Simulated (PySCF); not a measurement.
Spectra and structures to be paired. Theory: TDDFT CAM-B3LYP/def2-SVPD, vertical, gas phase, core orbitals frozen in the response in PySCF. Geometries: PBE0-D3(BJ)/def2-SVP; one conformer of each isolated species. Triplets are in the Tamm–Dancoff approximation.

A. `O=C1CCC1`
B. `c1cc2sccc2o1`
C. `O=C(F)F`
D. `CO[SiH2]OC(=O)C`
E. `F[SiH2][SiH3]`

Lowest singlet levels (six at most, fewer where fewer were computed) with oscillator strengths:

1. 175 nm (f 0.000); 134 nm (f 0.031); 122 nm (f 0.181); 120 nm (f 0.007); 117 nm (f 0.000); 114 nm (f 0.009); T1 6.57 eV
2. 211 nm (f 0.001); 166 nm (f 0.006); 160 nm (f 0.016); 159 nm (f 0.043); 153 nm (f 0.024); 150 nm (f 0.078); T1 5.38 eV
3. 239 nm (f 0.269); 219 nm (f 0.107); 215 nm (f 0.000); 206 nm (f 0.000); 200 nm (f 0.015); 193 nm (f 0.037); T1 3.37 eV
4. 190 nm (f 0.016); 164 nm (f 0.029); 161 nm (f 0.017); 158 nm (f 0.003); 152 nm (f 0.393); 148 nm (f 0.061); T1 5.79 eV
5. 287 nm (f 0.000); 176 nm (f 0.038); 160 nm (f 0.002); 157 nm (f 0.001); 156 nm (f 0.015); 154 nm (f 0.000); T1 3.79 eV

Task: Match each spectrum to its molecule.

Result: 1 = C, 2 = D, 3 = B, 4 = E, 5 = A.
- A: S1 at 4.32 eV, HOMO→LUMO (94%); S1 has the pattern of n→π* at C=O; HOMO -8.69 and LUMO 0.44 eV; point group Cs, 2 of its 6 listed states under f = 0.0005.
- B: S1 at 5.18 eV, HOMO→LUMO (94%); Löwdin shares by element: HOMO carbon 66% or more (atoms not listed hold the other 34%); LUMO carbon 49% or more, sulfur 14% (atoms not listed hold the other 37%); HOMO -7.49 and LUMO 0.37 eV; point group Cs, 2 of its 6 listed states under f = 0.0005.
- C: S1 at 7.10 eV, HOMO→LUMO (99%); Löwdin shares by element: HOMO oxygen 72%, fluorine 19%, carbon 8%; LUMO carbon 43%, oxygen 33%, fluorine 24%; HOMO -12.07 and LUMO 0.56 eV; point group C2v, 2 of its 6 listed states under f = 0.0005.
- D: S1 at 5.88 eV, HOMO→LUMO+1 (52%), HOMO→LUMO+2 (36%); Löwdin shares by element: HOMO (one of a set within 0.03 eV) oxygen 70% or more, carbon 14% or more (atoms not listed hold the other 16%); LUMO silicon 31%, carbon 22% or more, hydrogen 16% or more (atoms not listed hold the other 32%); HOMO -9.74 and LUMO 1.07 eV; point group Cs.
- E: S1 at 6.54 eV, HOMO→LUMO (96%); Löwdin shares by element: HOMO silicon 64%, fluorine 9%, hydrogen 6% or more (atoms not listed hold the other 20%); LUMO silicon 61%, fluorine 10%, hydrogen 10% or more (atoms not listed hold the other 19%); HOMO -9.77 and LUMO 0.37 eV; point group Cs.
